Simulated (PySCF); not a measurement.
# MP2/STO-6G run of SiH4S (Si(SH)H3)

What is the vertical ionisation energy of SiH4S (Si(SH)H3) at MP2/STO-6G? 

The results are computed with PySCF 2.14.0.

5 further runs of the same task are left out: 5 set aside as unsound or not needed.

## Step 1: The structure to begin with

SiH4S has 6 atoms, charge 0, and is taken as a singlet. SMILES: `[H][Si]([H])([H])S`. The coordinates come from a GFN2-xTB relaxation.

Bond lengths: Si1–S2 2.147 Å, S2–H3 1.325 Å, Si1–H4 1.452 Å, Si1–H5 1.457 Å, Si1–H6 1.458 Å. Angles: Si1–S2–H3 97.0°, S2–Si1–H4 103.2°, S2–Si1–H5 107.7°, S2–Si1–H6 107.7°, H4–Si1–H5 113.2°, H4–Si1–H6 113.1°, H5–Si1–H6 111.3°.

## Step 2: The energy at MP2/STO-6G

Contents of job.py:

```python
from pyscf import gto, scf, mp

mol = gto.M(
    atom='''
Si       0.201210      -0.014540      -0.544580
S        0.253720       0.019820       1.601470
H       -1.056810       0.059910       1.795240
H        1.606010      -0.020690      -0.909950
H       -0.503230       1.180600      -0.990160
H       -0.500900      -1.225100      -0.952020
''',
    basis='sto-6g',
    verbose=3,
    max_memory=1860,
)

myscf = scf.RHF(mol)
myscf.conv_tol = 1e-10
myscf.kernel()
if not myscf.converged:
    myscf = myscf.newton().run(myscf.mo_coeff, myscf.mo_occ)

pt = mp.MP2(myscf, frozen=10).run()
e_tot = pt.e_tot
print(f'total energy: {e_tot:.8f} hartree')
```

The run is started by

```
$ OMP_NUM_THREADS=1 python job.py
```

The program printed:

```text
converged SCF energy = -686.403033940263
E(RMP2) = -686.465781631389  E_corr = -0.0627476911254992
E(SCS-RMP2) = -686.47618082697  E_corr = -0.0731468867069767
total energy: -686.46578163 hartree
```

Run time: 1.1 s. Hardware: 1 thread of Arm Neoverse V1, shared host; peak memory 0.12 GiB.

## Step 3: The doublet cation at the same level

Contents of run.py:

```python
from pyscf import gto, mp

mol = gto.M(
    atom='''
Si     0.380232    -0.027477    -1.029107
S      0.479461     0.037454     3.026340
H     -1.997081     0.113213     3.392512
H      3.034919    -0.039098    -1.719556
H     -0.950967     2.231011    -1.871131
H     -0.946564    -2.315103    -1.799057
''',
    unit='bohr',
    charge=1,
    spin=1,
    verbose=4,
    max_memory=1860,
    basis='sto-6g',
)

mf = mol.UHF()
mf.conv_tol = 1e-10
mf.kernel()
if not mf.converged:
    mf = mf.newton().run(mf.mo_coeff, mf.mo_occ)

pt = mp.MP2(mf, frozen=10).run()
e_tot = pt.e_tot
print('Final energy', e_tot)
```

The run is started by

```
$ OMP_NUM_THREADS=1 python run.py
```

The program printed:

```text
PySCF version 2.14.0

[INPUT] num. atoms = 6
[INPUT] num. electrons = 33
[INPUT] charge = 1
[INPUT] spin (= nelec alpha-beta = 2S) = 1
[INPUT] symmetry False subgroup None
[INPUT] Mole.unit = bohr
[INPUT] Symbol           X                Y                Z      unit          X                Y                Z       unit  Magmom
[INPUT]  1 Si     0.201210109263  -0.014540202224  -0.544579971998 AA    0.380232000000  -0.027477000000  -1.029107000000 Bohr   0.0
[INPUT]  2 S      0.253719834725   0.019819803258   1.601470160496 AA    0.479461000000   0.037454000000   3.026340000000 Bohr   0.0
[INPUT]  3 H     -1.056809753561   0.059909739580   1.795240038173 AA   -1.997081000000   0.113213000000   3.392512000000 Bohr   0.0
[INPUT]  4 H      1.606009971788  -0.020689770593  -0.909949848101 AA    3.034919000000  -0.039098000000  -1.719556000000 Bohr   0.0
[INPUT]  5 H     -0.503230064737   1.180600178512  -0.990159883846 AA   -0.950967000000   2.231011000000  -1.871131000000 Bohr   0.0
[INPUT]  6 H     -0.500900097477  -1.225099748533  -0.952019965546 AA   -0.946564000000  -2.315103000000  -1.799057000000 Bohr   0.0

nuclear repulsion = 89.5275031888272
number of shells = 14
number of NR pGTOs = 132
number of NR cGTOs = 22
basis = sto-6g
ecp = {}

******** <class 'pyscf.scf.uhf.UHF'> ********
method = UHF
initial guess = minao
damping factor = 0
level_shift factor = 0
DIIS = <class 'pyscf.scf.diis.CDIIS'>
diis_start_cycle = 1
diis_space = 8
diis_damp = 0
SCF conv_tol = 1e-10
SCF conv_tol_grad = None
SCF max_cycles = 50
direct_scf = True
direct_scf_tol = 1e-13
number electrons alpha = 17  beta = 16
Set gradient conv threshold to 1e-05
init E= -685.914942211655
[... the frontier-level lines of each cycle are left out ...]

cycle= 1 E= -686.161789425993  delta_E= -0.247  |g|= 0.135  |ddm|= 1.88
cycle= 2 E= -686.1883480125  delta_E= -0.0266  |g|= 0.0456  |ddm|= 0.29
cycle= 3 E= -686.192449302961  delta_E= -0.0041  |g|= 0.0158  |ddm|= 0.121
cycle= 4 E= -686.193088660832  delta_E= -0.000639  |g|= 0.00515  |ddm|= 0.0536
cycle= 5 E= -686.193156201073  delta_E= -6.75e-05  |g|= 0.00241  |ddm|= 0.0182
cycle= 6 E= -686.193173130057  delta_E= -1.69e-05  |g|= 0.000726  |ddm|= 0.0123
cycle= 7 E= -686.193174550144  delta_E= -1.42e-06  |g|= 0.000161  |ddm|= 0.00371
cycle= 8 E= -686.193174609777  delta_E= -5.96e-08  |g|= 7.2e-05  |ddm|= 0.000602
cycle= 9 E= -686.193174625342  delta_E= -1.56e-08  |g|= 1.44e-05  |ddm|= 0.000399
cycle= 10 E= -686.193174625918  delta_E= -5.75e-10  |g|= 4.09e-06  |ddm|= 7.61e-05
cycle= 11 E= -686.19317462598  delta_E= -6.25e-11  |g|= 2.47e-06  |ddm|= 1.74e-05
Extra cycle  E= -686.193174625999  delta_E= -1.91e-11  |g|= 1.97e-06  |ddm|= 7.15e-06
converged SCF energy = -686.193174625999  <S^2> = 0.75649993  2S+1 = 2.0064894

******** <class 'pyscf.mp.ump2.UMP2'> ********
nocc = (np.int64(7), np.int64(6)), nmo = (12, 12)
frozen orbitals 10
E(UMP2) = -686.252692573508  E_corr = -0.059517947509067
E(SCS-UMP2) = -686.262727905166  E_corr = -0.06955327916657
E_corr(same-spin) = -0.00215568212805039
E_corr(oppo-spin) = -0.0573622653810166
Final energy -686.2526925735084
```

It took 1.1 s on 1 thread of Arm Neoverse V1, shared host; peak memory 0.12 GiB.

## Step 4: What came out

At MP2/STO-6G, 10 core orbitals frozen:

| quantity | value |
| --- | --- |
| singlet SiH4S: total energy | -686.46578 Eh |
| singlet SiH4S: dipole moment (Hartree–Fock density) | 1.52 D |
| singlet SiH4S: HOMO energy (Hartree–Fock orbitals) | -6.97 eV |
| singlet SiH4S: LUMO energy (Hartree–Fock orbitals) | 11.17 eV |
| singlet SiH4S: HOMO–LUMO gap (Hartree–Fock orbitals) | 18.14 eV |
| singlet SiH4S: correlation energy (10 core orbitals frozen) | -62.7 mEh |
| doublet cation: total energy | -686.25269 Eh |
| doublet cation: HOMO energy (Hartree–Fock orbitals) (highest over α and β) | -17.64 eV |
| doublet cation: LUMO energy (Hartree–Fock orbitals) (lowest over α and β) | -4.47 eV |
| doublet cation: correlation energy (10 core orbitals frozen) | -59.5 mEh |
| doublet cation: ⟨S²⟩ of the reference determinant | 0.756 |
| vertical ionisation energy (to the doublet cation) | 5.798 eV |

**Reading.** Removing an electron at fixed nuclei costs 5.80 eV (134 kcal/mol). In a minimal basis such a difference can be off by several eV, whatever the method.
